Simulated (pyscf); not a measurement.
Structures and frequencies: ωB97X-D3(BJ)/def2-SVP in PySCF.

Task: PBE/def2-TZVP puts the barrier of `[CH3][InH][CH3]` + `[ClH]` → `[CH3][In]([CH3])[Cl]` + `[H][H]` (four-centre exchange; singlet surface; H–In, Cl–H broken, Cl–In, H–H formed) at -4.9 kcal/mol and the reaction energy at -30.3 kcal/mol, from the separated reactants. What do r²SCAN/def2-TZVP, PBE0-D3(BJ)/def2-TZVP, ωB97M-D3(BJ)/def2-TZVP give on the same structures?

Result: r²SCAN: ΔE‡ = -5.6 kcal/mol, ΔE = -32.5 kcal/mol; PBE0-D3(BJ): ΔE‡ = -3.9 kcal/mol, ΔE = -30.7 kcal/mol; ωB97M-D3(BJ): ΔE‡ = 0.9 kcal/mol, ΔE = -29.5 kcal/mol. PBE's barrier lies among them. Its reaction energy lies among theirs. On the reactant side the descent ends in an adduct with a Cl–In contact, 7.0 kcal/mol under the separated species and 4.5 kcal/mol under the saddle at ωB97X-D3(BJ)/def2-TZVP. At PBE, r²SCAN, PBE0-D3(BJ) the saddle lies under the separated reactants, which points to a path from their complex (located at ωB97X-D3(BJ) alone). What is counted as formed (Cl–In) is already present as a longer contact in the reactant adduct; forming that adduct is a step of its own. At ωB97X-D3(BJ) the barrier from the zero used here is -2.6 kcal/mol. This is the saddle that the search found; another between the same sides may lie lower. Elements past Kr carry the def2 core potentials, without spin-orbit coupling.
